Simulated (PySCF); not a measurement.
## PH₄⁺ + F₂ → PH₂⁺ + 2 HF

Level: PBE0 in the def2-TZVP basis family, all electrons, no relativity, computed in PySCF with density fitting; open shells unrestricted.

| species | state and structure | E (Eh) | ZPE (kJ/mol) | H(298 K) − H(0) (kJ/mol) | S° (J/(mol K)) |
| --- | --- | --- | --- | --- | --- |
| PH₄⁺ | singlet, Td, P–H 1.401 Å (×4) | -343.32344 | 92.0 | 10.3 | 203.5 |
| F₂ | singlet, D∞h, F–F 1.376 Å | -199.40856 | 6.6 | 8.7 | 201.9 |
| PH₂⁺ | singlet, C2v, P–H 1.429 Å (×2); H–P–H 91.7° | -342.01324 | 35.4 | 10.0 | 207.0 |
| HF | singlet, C∞v, H–F 0.920 Å | -100.39188 | 24.9 | 8.7 | 173.6 |

**Question.** What is the electronic reaction energy?

**Answer.** At PBE0/def2-TZVP, ΔE = -170.7 kJ/mol from the differences of the total energies times 2625.5, downhill. 

**Question.** Add zero-point, thermal and entropy terms for 298.15 K and 1 bar.

**Answer.** ΔZPE = -13.4 and Δ[H(298) − H(0)] = 8.4 kJ/mol give ΔH° = -175.7 kJ/mol. ΔS° = 148.8 J/(mol K), so ΔG° = -175.7 − 298.15 × (0.1488) = -220 kJ/mol.

Only the bonding shown was studied: isomers, or loss of a ligand pair, can lie lower.
